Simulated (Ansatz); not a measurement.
**C₃H₄N₂: a ladder of functionals and wavefunction methods**

An exercise on one series of results from a longer session: the logs are not shown, and one member is left open.

Method: functionals in def2-TZVPP, the program's frozen cores in correlated methods; program: Ansatz 0.2.0, Gaussian basis.

Levels to be run: LDA (SPW92), PBE-D4, revPBE-D4, BLYP-D4, r2SCAN-D4, B97M-V, PBE0-D4, B3LYP-D4, r2SCANh-D4, r2SCAN0-D4, HSE06-D4, BHLYP-D4, CAM-B3LYP-D4, LC-ωPBE, ωB97X-V, ωB97M-V, B2PLYP, PBE-QIDH; CCSD(T)/def2-SVP; CCSD(T)/def2-TZVPP; MP2/def2-QZVPP; extrapolation to the limit; RPA on PBE.

## Structure used throughout

All runs share one geometry, relaxed beforehand with PBE0-D4 in a triple-zeta def2 set.

SMILES `CN=C=C=N`, 9 atoms, charge 0, spin multiplicity 1.

Atoms are counted from 1 here; the program's logs count them from 0.

Bond lengths: C1–N2 1.448 Å, C1–H6 1.094 Å, C1–H7 1.093 Å, C1–H8 1.093 Å, N2–C3 1.235 Å, C3–C4 1.285 Å, C4–N5 1.238 Å, N5–H9 1.023 Å. Angles: N2–C1–H6 113.8°, N2–C1–H7 108.1°, N2–C1–H8 108.1°, H6–C1–H7 109.9°, H6–C1–H8 109.9°, H7–C1–H8 106.8°, C1–N2–C3 120.0°, N2–C3–C4 163.3°, C3–C4–N5 163.2°, C4–N5–H9 112.7°.

The first run:

The input, in.yaml:

```yaml
crystal:
  periodic: [false, false, false]
  atoms:
    - {symbol: C, position_ang: [0.513219, -1.615783, -0.644329]}
    - {symbol: N, position_ang: [0.904885, -0.410403, 0.055827]}
    - {symbol: C, position_ang: [0.076452, 0.483641, 0.255561]}
    - {symbol: C, position_ang: [-0.491373, 1.575263, 0.626404]}
    - {symbol: N, position_ang: [-1.324006, 2.470035, 0.825394]}
    - {symbol: H, position_ang: [-0.536745, -1.626777, -0.950194]}
    - {symbol: H, position_ang: [0.720524, -2.468932, 0.006640]}
    - {symbol: H, position_ang: [1.157469, -1.723896, -1.520577]}
    - {symbol: H, position_ang: [-0.931926, 3.270553, 1.328173]}
basis:
  gaussian: {orbitals: def2-TZVPP}
hamiltonian: {xc: lda}
output: {orbitals: {seedname: orbitals}}
```

Started as:

```console
$ ansatz run in.yaml --threads 2 --pin off --events-out ev --progress --plain --max-ram 4352MiB
```

Among the steps run: LDA; PBE-D4 (GGA); revPBE-D4 (GGA); BLYP-D4 (GGA); r2SCAN-D4 (meta-GGA); B97M-V (meta-GGA); PBE0-D4 (hybrid); B3LYP-D4 (hybrid); r2SCANh-D4 (hybrid); r2SCAN0-D4 (hybrid); HSE06-D4 (hybrid); BHLYP-D4 (hybrid); CAM-B3LYP-D4 (range-separated); LC-ωPBE (range-separated); ωB97X-V (range-separated); ωB97M-V (range-separated); B2PLYP (double hybrid); PBE-QIDH (double hybrid).

One of the session's tables, all rows but one given; the rest of the session is left out.

It belongs to the step «Orbital energies across the functionals». 

| functional | HOMO (eV) | LUMO (eV) | gap (eV) |
| --- | --- | --- | --- |
| LDA (SPW92) | -4.99 | -3.62 | 1.37 |
| PBE-D4 | -4.86 | -3.39 | 1.47 |
| revPBE-D4 | -4.80 | -3.31 | 1.49 |
| BLYP-D4 | -4.76 | -3.24 | 1.52 |
| r2SCAN-D4 | ? | ? | ? |
| B97M-V | -5.16 | -3.15 | 2.01 |
| PBE0-D4 | -6.08 | -2.46 | 3.62 |
| B3LYP-D4 | -5.89 | -2.67 | 3.23 |
| r2SCANh-D4 | -5.51 | -2.96 | 2.56 |
| r2SCAN0-D4 | -6.21 | -2.42 | 3.79 |
| HSE06-D4 | -5.68 | -2.84 | 2.84 |
| BHLYP-D4 | -7.24 | -1.35 | 5.89 |
| CAM-B3LYP-D4 | -7.41 | -1.31 | 6.10 |
| LC-ωPBE | -8.67 | -0.19 | 8.48 |
| ωB97X-V | -8.35 | -0.22 | 8.12 |
| ωB97M-V | -8.25 | -0.25 | 8.00 |

Q: Estimate the row for r2SCAN-D4 from the others.

Worked estimate for «HOMO (eV)». Against the share of exact exchange, r2SCANh-D4 (0.1, -5.51), r2SCAN0-D4 (0.25, -6.21) give a slope of -4.67 per unit share; at 0 the line stands at -5.04.

As computed: HOMO (eV): -5.05; LUMO (eV): -3.30; gap (eV): 1.75. In «HOMO (eV)» the line misses by +0.01.
